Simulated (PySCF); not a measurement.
Species: C4H4N (doublet state).
Numbering: `[CH2:1][C:2](=[CH2:3])[C:4]#[N:5]` (hydrogens: H6, H7 on C1; H8, H9 on C3)

Cartesian coordinates in Å at the GFN2-xTB level; atoms count from 1:
```
atom  x, y, z in Å
C1    -0.6928   -1.1422    0.0261
C2     0.0976   -0.0102    0.0120
C3    -0.3673    1.2725   -0.1998
C4     1.4968   -0.1798    0.2326
N5     2.6191   -0.3176    0.4101
H6    -1.7532   -1.0680   -0.1357
H7    -0.2709   -2.1154    0.1982
H8     0.2983    2.1162   -0.1994
H9    -1.4140    1.4504   -0.3692
```

The hyperfine couplings belong to this conformer and change with its torsions.

Computed, not measured: PySCF, UKS B3LYP, pcH-1 on C H N, non-relativistic, mean-field spin-orbit, GIAO. Isolated species at its GFN2-xTB geometry (one conformer only). The geometry wasn't refined by DFT: couplings that depend on bond lengths, twists or pyramidal angles can differ widely from those at the functional's own minimum. Stability of the SCF solution: not tested. ⟨S²⟩ is 0.784 where a pure state has 0.75.

**Question.** Give the principal g shifts and their parts.

**Answer.** 
```tsv
Δg (ppm)	1	2	3
relativistic mass correction	-133	-133	-133
gauge correction	2	27	36
orbital Zeeman/spin–orbit	-12	527	529
total	-143	422	432
```

So g = 2.00218, 2.00274, 2.00275 and g_iso = 2.00256; the tensor is close to axial: the two nearest values differ by 2 % of g3 − g1. Axes: g1 is normal to the molecular plane.

**Question.** How much does each term add to the isotropic shift?

**Answer.** The orbital-Zeeman/spin–orbit term 348, the mass correction -133 and the gauge correction 22 ppm, for a total of 237 ppm. The orbital-Zeeman/spin–orbit term is the largest in size. The mass correction is the same along every axis, so the anisotropy comes from the other two: their spans along these axes are 34 (gauge) and 541 ppm (orbital Zeeman/spin–orbit).

**Question.** At 9.6 GHz, how far is the centre of the isotropic spectrum from where a free electron (g = 2.002319) resonates?

**Answer.** B = hν/(g μB) with μB/h = 13.99624 MHz/mT gives 342.55 mT for the free electron and 342.51 mT at g_iso, 0.04 mT lower.

**Question.** In a frozen sample, at which fields do the three g values resonate at 9.5, 34, 94 and 263 GHz (hyperfine left aside), and which band first spreads them over more than twice a line width of 0.5 mT?

**Answer.** 
| band | GHz | B(g3) mT | B(g2) mT | B(g1) mT | spread mT |
| --- | --- | --- | --- | --- | --- |
| X | 9.5 | 338.91 | 338.91 | 339.01 | 0.10 |
| Q | 34.0 | 1212.94 | 1212.95 | 1213.29 | 0.35 |
| W | 94.0 | 3353.43 | 3353.45 | 3354.39 | 0.96 |
| J | 263.0 | 9382.47 | 9382.52 | 9385.16 | 2.69 |

The spread grows in proportion to the frequency. J band is the first where it exceeds 1.0 mT.

The Mulliken spin populations are largest on C1 (+0.70), C3 (+0.70) and C2 (-0.27). The angles at C1 add up to 360.0°, so it is planar; its axial dipolar tensor and the negative couplings of its protons fit spin in a p orbital normal to that plane.

The HOMO–LUMO gaps are 5.18 eV among the α and 5.24 eV among the β orbitals.

Hardware: one thread, Arm Neoverse V2 (aarch64), no GPU, shared host with 96 logical CPUs at a one-minute load of 34. Cost: 14 s of wall time (grids of density and orbitals included), 0.58 GiB resident at most.
